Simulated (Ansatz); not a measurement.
# CH₅FSi: up Jacob's ladder to CCSD(T)

The task here is to estimate one member of a computed series from the others.

Method: functionals in def2-TZVPP, the program's frozen cores in correlated methods; program: Ansatz 0.2.0, Gaussian basis.

Plan: LDA (SPW92), PBE-D4, revPBE-D4, BLYP-D4, r2SCAN-D4, B97M-V, PBE0-D4, B3LYP-D4, r2SCANh-D4, r2SCAN0-D4, HSE06-D4, BHLYP-D4, CAM-B3LYP-D4, LC-ωPBE, ωB97X-V, ωB97M-V, B2PLYP, PBE-QIDH; CCSD(T)/def2-SVP; CCSD(T)/def2-TZVPP; MP2/def2-QZVPP; extrapolation to the limit; RPA on PBE.

### The relaxed structure

An earlier PBE0-D4 in a triple-zeta def2 set relaxation fixed the geometry.

SMILES `FC[SiH3]`, 8 atoms, charge 0, spin multiplicity 1.

Atoms are counted from 1 here; the program's logs count them from 0.

Bond lengths: F1–C2 1.391 Å, C2–Si3 1.895 Å, C2–H4 1.095 Å, C2–H5 1.095 Å, Si3–H6 1.488 Å, Si3–H7 1.484 Å, Si3–H8 1.484 Å. Angles: F1–C2–Si3 110.4°, F1–C2–H4 108.2°, F1–C2–H5 108.2°, Si3–C2–H4 111.2°, Si3–C2–H5 111.2°, H4–C2–H5 107.7°, C2–Si3–H6 107.8°, C2–Si3–H7 110.0°, C2–Si3–H8 110.0°, H6–Si3–H7 109.6°, H6–Si3–H8 109.6°, H7–Si3–H8 109.7°.

The first run:

Contents of in.yaml:

```yaml
crystal:
  periodic: [false, false, false]
  atoms:
    - {symbol: F, position_ang: [-0.715547, -0.521911, -1.724950]}
    - {symbol: C, position_ang: [-0.496028, 0.415235, -0.720960]}
    - {symbol: Si, position_ang: [0.491995, -0.357652, 0.699458]}
    - {symbol: H, position_ang: [-1.469417, 0.778078, -0.373937]}
    - {symbol: H, position_ang: [0.039012, 1.264989, -1.158242]}
    - {symbol: H, position_ang: [0.693168, 0.689801, 1.736771]}
    - {symbol: H, position_ang: [1.809890, -0.828580, 0.204688]}
    - {symbol: H, position_ang: [-0.260773, -1.497059, 1.281272]}
basis:
  gaussian: {orbitals: def2-TZVPP}
hamiltonian: {xc: lda}
output: {orbitals: {seedname: orbitals}}
```

Command:

```sh
ansatz run in.yaml --threads 2 --pin off --events-out ev --progress --plain --max-ram 4352MiB
```

Among the steps run: LDA; PBE-D4 (GGA); revPBE-D4 (GGA); BLYP-D4 (GGA); r2SCAN-D4 (meta-GGA); B97M-V (meta-GGA); PBE0-D4 (hybrid); B3LYP-D4 (hybrid); r2SCANh-D4 (hybrid); r2SCAN0-D4 (hybrid); HSE06-D4 (hybrid); BHLYP-D4 (hybrid); CAM-B3LYP-D4 (range-separated); LC-ωPBE (range-separated); ωB97X-V (range-separated); ωB97M-V (range-separated); B2PLYP (double hybrid); PBE-QIDH (double hybrid).

One table of the session follows, with a row left open; its other results are not shown here.

It belongs to the step «Orbital energies across the functionals». 

| functional | HOMO (eV) | LUMO (eV) | gap (eV) |
| --- | --- | --- | --- |
| LDA (SPW92) | -7.33 | -0.51 | 6.82 |
| PBE-D4 | -7.21 | -0.31 | 6.90 |
| revPBE-D4 | -7.16 | -0.22 | 6.93 |
| BLYP-D4 | -7.13 | -0.23 | 6.90 |
| r2SCAN-D4 | -7.54 | 0.18 | 7.72 |
| B97M-V | -7.71 | -0.18 | 7.53 |
| PBE0-D4 | -8.73 | 0.50 | 9.24 |
| B3LYP-D4 | -8.51 | 0.25 | 8.76 |
| r2SCANh-D4 | -8.11 | 0.46 | 8.56 |
| r2SCAN0-D4 | -8.96 | 0.83 | 9.79 |
| HSE06-D4 | -8.33 | 0.13 | 8.46 |
| BHLYP-D4 | ? | ? | ? |
| CAM-B3LYP-D4 | -10.18 | 1.37 | 11.55 |
| LC-ωPBE | -11.50 | 2.56 | 14.06 |
| ωB97X-V | -11.16 | 2.42 | 13.58 |
| ωB97M-V | -11.05 | 2.03 | 13.08 |

**Question.** Estimate the row for BHLYP-D4.

Worked estimate for «HOMO (eV)». Against the share of exact exchange, BLYP-D4 (0, -7.13), B3LYP-D4 (0.2, -8.51) give a slope of -6.90 per unit share; at 0.5 the line stands at -10.58.

**Answer.** HOMO (eV): -10.18; LUMO (eV): 1.22; gap (eV): 11.40. In «HOMO (eV)» the line misses by -0.40.
